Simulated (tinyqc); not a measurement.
Worked calculation: RHF in the sto-3g basis, for H2O, spin multiplicity 1. Computed by tinyqc, a small Python program that keeps every step (integrals from PySCF). Settings: charge = 0, multiplicity = 1, basis = sto-3g, energy threshold = 1e-08, iteration cap = 59, orthogonalisation = canonical, start = Wolfsberg-Helmholz matrix, DIIS depth = 0, method = RHF. Command: `OMP_NUM_THREADS=1 python tinyqc.py 21633 21634 out.jsonl` (the two numbers bound the seeds that draw the settings). One thread of a shared host (Intel(R) Xeon(R) Processor @ 2.60GHz), about 0.08 s of CPU time with the checks.

Geometry (angstrom):

| atom | x | y | z |
|---|---|---|---|
| O | 0.000000 | 0.000000 | 0.000000 |
| H | 0.000000 | 0.895000 | 0.550000 |
| H | 0.000000 | -0.895000 | 0.550000 |

Stop when the energy changes by less than 1e-08 hartree and every element of the error matrix X^T (F D S - S D F) X is below 3e-05.

Course of the cycle:

| iteration | E (hartree) | change | largest element of the error matrix |
|---|---|---|---|
| 1 | -74.59509216 | - | 6.42e-01 |
| 2 | -74.92287221 | -3.28e-01 | 1.56e-01 |
| 3 | -74.94204188 | -1.92e-02 | 4.99e-02 |
| 4 | -74.94440780 | -2.37e-03 | 1.87e-02 |
| 5 | -74.94478039 | -3.73e-04 | 7.34e-03 |
| 6 | -74.94485269 | -7.23e-05 | 3.08e-03 |
| 7 | -74.94486813 | -1.54e-05 | 1.35e-03 |
| 8 | -74.94487155 | -3.42e-06 | 6.14e-04 |
| 9 | -74.94487231 | -7.64e-07 | 2.84e-04 |
| 10 | -74.94487248 | -1.72e-07 | 1.33e-04 |
| 11 | -74.94487252 | -3.86e-08 | 6.24e-05 |
| 12 | -74.94487253 | -8.67e-09 | 2.94e-05 |

Can the last value be used, and what does the course show?

Yes. Converged in 12 iterations. PySCF RHF in the same basis = -74.94487253 hartree.
